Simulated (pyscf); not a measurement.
PySCF, gas phase, ωB97X-D3(BJ)/def2-SVP geometries.

Question: For the elementary gas-phase step `[CH3][CH3]` + `[NH2][ZnH]` → `[CH3][CH2][ZnH]` + `[NH3]` (singlet surface; C–H, N–Zn broken, C–Zn, H–N formed), what barrier and reaction energy does ωB97M-D3(BJ)/def2-TZVP give, measured from the separated reactants?

Answer: ΔE‡ = 1.66 eV, ΔE = +0.53 eV. Zero-point energy shifts the barrier by -0.07 eV. It is a four-centre exchange, with an imaginary mode of 1582i cm⁻¹. On the product side the descent ends in an adduct with a N–Zn contact (not fully relaxed), 0.54 eV under the separated species and 1.62 eV under the saddle at ωB97X-D3(BJ)/def2-TZVP. What is counted as broken (N–Zn) persists as a longer contact in the product adduct; parting that adduct is a step of its own. This is the saddle that the search found; another between the same sides may lie lower. Elements up to Kr have no core potential and no relativistic terms here.
